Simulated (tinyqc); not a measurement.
Worked calculation: MP2 on RHF in the sto-3g basis, for H2O, spin multiplicity 1. One step of it, computed by the program tinyqc.

Question. Iteration 8 (converged): orbitals. Diagonalise F' = X^T F X, C = X C', fill 5 alpha and 5 beta electrons from the bottom; D = 2 C_occ C_occ^T. Each column has its largest component positive (the first on a tie).

converged F (hartree), lower triangle:
```
,1O 1s,1O 2s,1O 2px,1O 2py,1O 2pz,2H 1s,3H 1s
1O 1s,-20.249821
1O 2s,-5.164626,-2.438898
1O 2px,0.000000,0.000000,-0.394803
1O 2py,0.000000,0.000000,0.000000,-0.282740
1O 2pz,-0.028421,-0.116686,0.000000,0.000000,-0.330896
2H 1s,-1.071773,-0.950358,0.000000,-0.364327,-0.384825,-0.528115
3H 1s,-1.071773,-0.950358,0.000000,0.364327,-0.384825,-0.381186,-0.528115
```

X, lower triangle:
```
,1O 1s,1O 2s,1O 2px,1O 2py,1O 2pz,2H 1s,3H 1s
1O 1s,1.023982
1O 2s,-0.140765,1.209987
1O 2px,0.000000,0.000000,1.000000
1O 2py,0.000000,0.000000,0.000000,1.088536
1O 2pz,-0.010052,0.105045,0.000000,0.000000,1.058676
2H 1s,0.020691,-0.265165,0.000000,-0.202119,-0.148631,1.183075
3H 1s,0.020691,-0.265165,0.000000,0.202119,-0.148631,-0.096087,1.183075
```

Give: F' = X^T F X; orbital energies; coefficients C; D after iteration 8.

Answer.

F' = X^T F X (hartree), lower triangle:
```
,1,2,3,4,5,6,7
1,-19.872
2,-2.691,-1.270
3,0.000,0.000,-0.395
4,0.000,0.000,0.000,-0.026
5,-0.058,0.118,0.000,0.000,-0.159
6,-0.154,-0.472,0.000,-0.437,-0.345,0.004
7,-0.154,-0.472,0.000,0.437,-0.345,-0.110,0.004
```

orbital energies (hartree): MO1 -20.258, MO2 -1.255, MO3 -0.578, MO4 -0.469, MO5 -0.395, MO6 0.575, MO7 0.665

coefficients C:
```
,MO1,MO2,MO3,MO4,MO5,MO6,MO7
1O 1s,0.994,-0.234,0.000,0.106,0.000,-0.122,0.000
1O 2s,0.026,0.849,0.000,-0.545,0.000,0.786,0.000
1O 2px,0.000,0.000,0.000,0.000,1.000,0.000,0.000
1O 2py,0.000,0.000,0.621,0.000,0.000,0.000,0.938
1O 2pz,0.004,0.122,0.000,0.738,0.000,0.785,0.000
2H 1s,-0.005,0.154,0.452,0.305,0.000,-0.753,-0.809
3H 1s,-0.005,0.154,-0.452,0.305,0.000,-0.753,0.809
```

D after iteration 8, lower triangle:
```
,1O 1s,1O 2s,1O 2px,1O 2py,1O 2pz,2H 1s,3H 1s
1O 1s,2.109
1O 2s,-0.462,2.035
1O 2px,0.000,0.000,2.000
1O 2py,0.000,0.000,0.000,0.772
1O 2pz,0.107,-0.597,0.000,0.000,1.120
2H 1s,-0.018,-0.071,0.000,0.562,0.488,0.642
3H 1s,-0.018,-0.071,0.000,-0.562,0.488,-0.175,0.642
```
